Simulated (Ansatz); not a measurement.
**BNH₃ (quartet): from Hartree-Fock to the top rungs at distance B1–H4 along a hydrogen transfer = 1.194 Å, cc-pVDZ**

The task here is to estimate one member of a computed series from the others.

Method: cc-pVDZ, core rule «outside noble gas», up to 2 orbitals frozen; program: Ansatz 0.2.0, Gaussian basis.

The runs, in order: UHF; CCSD(T) on ROHF; CCSD(T) on UHF; BCCD(T) on ROHF; CISD; CCSDT(Q) on ROHF; CCSDT(Q) on UHF; CASSCF and MRCISD+Q, 5 electrons in 5 orbitals; CASSCF and NEVPT2, 5 electrons in 5 orbitals; CASSCF and NEVPT2, 11 electrons in 11 orbitals.

16 further runs of the same task are left out: 4 for a known fault of the program, 10 that didn't finish, 2 set aside as unsound or not needed.

### What is computed

The geometry derives from fragments relaxed apart (PBE0/def2-TZVP) and kept rigid, so it is no stationary point. A hydrogen atom is moved between rigid fragments.

5 atoms, charge 0, spin multiplicity 4.

Atoms are counted from 1 here; the program's logs count them from 0.

Bond lengths: B1–H2 1.193 Å, B1–H3 1.193 Å, B1–H4 1.193 Å. Angles: H2–B1–H3 120.0°, H2–B1–H4 120.0°, H3–B1–H4 120.0°.

The first run:

File in.yaml:

```yaml
crystal:
  periodic: [false, false, false]
  atoms:
    - {symbol: B, position_ang: [-1.437822, 0.000000, 0.000000]}
    - {symbol: H, position_ang: [-2.034555, 1.033571, 0.000000]}
    - {symbol: H, position_ang: [-2.034555, -1.033571, 0.000000]}
    - {symbol: H, position_ang: [-0.244357, 0.000000, 0.000000]}
    - {symbol: N, position_ang: [1.420178, 0.000000, 0.000000]}
basis:
  gaussian: {orbitals: cc-pVDZ}
magnetization: {spin_polarized: true, initial_magnetization: 3}
hamiltonian: {xc: hf}
output: {orbitals: {seedname: orbitals}}
```

The run is started by

```sh
ansatz run in.yaml --threads 1 --pin off --events-out ev --progress --plain --max-ram 2393MiB
```

Steps of the session up to this table: UHF; CCSD(T) on ROHF; CCSD(T) on UHF; BCCD(T) on ROHF; CISD; CCSDT(Q) on ROHF; CCSDT(Q) on UHF; CASSCF and MRCISD+Q, 5 electrons in 5 orbitals; CASSCF and NEVPT2, 5 electrons in 5 orbitals; CASSCF and NEVPT2, 11 electrons in 11 orbitals.

One of the session's tables, all rows but one given; the rest of the session is left out.

| method | from UCCSDT(Q) (kcal/mol) |
| --- | --- |
| ROHF | +135.76 |
| UHF | +133.38 |
| RMP2 | +27.86 |
| UMP2 | +27.45 |
| CISD | +9.86 |
| RCCSD | +2.23 |
| UCCSD | ? |
| RCCSD(T) | +0.48 |
| UCCSD(T) | +0.44 |
| BCCD(T) | +0.48 |
| RCCSDT | +0.10 |
| UCCSDT | +0.06 |
| RCCSDT(Q) | +0.04 |
| UCCSDT(Q) | 0 |
| CASSCF valence | +102.50 |
| NEVPT2 valence | +26.25 |

**Question.** Estimate the row for UCCSD.

The run gave: from UCCSDT(Q) (kcal/mol): +2.18. In the column «from UCCSDT(Q) (kcal/mol)» it lies between BCCD(T) (+0.48) and RCCSD (+2.23).

Left out of the table: CASSCF pair, NEVPT2 pair, MRCISD pair, MRCISD+Q pair (the active space lost an orbital or holds another state than full CI finds).

Caveats from the session: Restricted and unrestricted rows rest on different reference determinants; where their highest levels disagree by more than a few hundredths of an eV, they describe different states and don't form one ladder. Warnings in the runs' records: passed over end.
